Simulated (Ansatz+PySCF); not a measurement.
Values are calculated unless marked as measured or tabulated.
Input for Ansatz (development build ahead of 0.2.0):

```yaml
crystal:
  periodic: [false, false, false]
  atoms:
    - { symbol: O, position_ang: [0.0, 0.0, -0.09764] }
    - { symbol: H, position_ang: [0.0, 0.0, 0.78114] }
basis:
  gaussian: { orbitals: "6-31G" }
magnetization:
  spin_polarized: true
  initial_magnetization: 1
hamiltonian:
  xc: hf
correlation:
  method: ccsd_t
  frozen_orbitals: { H: 0, O: 1 }
scf:
  omitted_lower_state_checks: [atomic_configurations, cluster_reference, orbital_swaps, given_window_search, neighbouring_geometries, increment]
```

The input is written out in the form of the current development build from the run's settings.

The run gave:

```
Converged                                                          : yes
Reference energy                                                   : -75.35413 hartree
CCSD correlation energy                                            : -0.09338 hartree
Triples correction                                                 : -0.00046 hartree
Total energy                                                       : -75.44797 hartree
Spin squared of the determinant                                    : 0.753
Largest doubles amplitude                                          : 0.06
Occupied orbitals by symmetry in an Abelian subgroup (alpha; beta) : 3 A1 1 B1 1 B2; 3 A1 1 B1
```
